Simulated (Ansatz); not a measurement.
# AlFH2N radical (SMILES [NH2][Al][F]): single points off equilibrium

One table from this session's results is given with a row withheld; the runs are named, their logs left out.

Program: Ansatz 0.2.0, Gaussian basis. Level of theory: single points in def2-TZVPP. These are calculated values, not measurements.

Correlated methods freeze the cores. Orbitals are unrestricted. B3LYP uses VWN-RPA correlation.

### The system as given

SMILES `[NH2][Al][F]`, 5 atoms, charge 0, spin multiplicity 2.

Atoms are counted from 1 here; the program's logs count them from 0.

Bond lengths: N1–Al2 1.678 Å, N1–H4 0.942 Å, N1–H5 0.662 Å, Al2–F3 1.558 Å. Angles: Al2–N1–H4 121.7°, Al2–N1–H5 137.1°, H4–N1–H5 98.9°, N1–Al2–F3 137.7°.

Geometry (Å):

```xyz
5
AlFH2N
N    -0.3241    0.4067   -0.3326
Al    0.6009   -0.4466    0.7772
F     1.4505   -1.7528    0.8078
H    -0.6108    1.2880   -0.1644
H    -0.7191    0.2662   -0.8455
```

Set-up of the first run:

File run/in.yaml:

```yaml
crystal:
  periodic: [false, false, false]
  atoms:
    - {symbol: N, position_ang: [-0.324100, 0.406700, -0.332600]}
    - {symbol: Al, position_ang: [0.600900, -0.446600, 0.777200]}
    - {symbol: F, position_ang: [1.450500, -1.752800, 0.807800]}
    - {symbol: H, position_ang: [-0.610800, 1.288000, -0.164400]}
    - {symbol: H, position_ang: [-0.719100, 0.266200, -0.845500]}
basis:
  gaussian: {orbitals: def2-TZVPP}
magnetization: {spin_polarized: true, initial_magnetization: 1}
correlation: {method: ccsd_t}
scf: {omitted_lower_state_checks: [cluster_reference]}
output: {forces: true}
```

No record of the launch command was kept for these runs.

Among the steps run: CCSD(T)/def2-TZVPP; PBE0-D4/def2-TZVPP; wB97M-V/def2-TZVPP; r2SCAN-D4/def2-TZVPP; PBE-D4/def2-TZVPP; B3LYP-D4/def2-TZVPP; r2SCANh-D4/def2-TZVPP.

One of the session's tables, all rows but one given; the rest of the session is left out.

```
    method  RMS force component (eV/Å)  angle to CCSD(T) forces (°)  dipole (D)
   CCSD(T)                      19.503                    reference        2.38
   PBE0-D4                      19.490                          0.3        2.42
   wB97M-V                      19.415                          0.2        2.36
 r2SCAN-D4                      19.414                          0.2        2.42
    PBE-D4                           ?                            ?           ?
  B3LYP-D4                      19.326                          0.2        2.39
r2SCANh-D4                      19.413                          0.3        2.42
```

**Question.** Estimate the row for PBE-D4.

The run gave: RMS force component (eV/Å): 19.508; angle to CCSD(T) forces (°): 0.5; dipole (D): 2.40. In the column «RMS force component (eV/Å)» it is the highest.
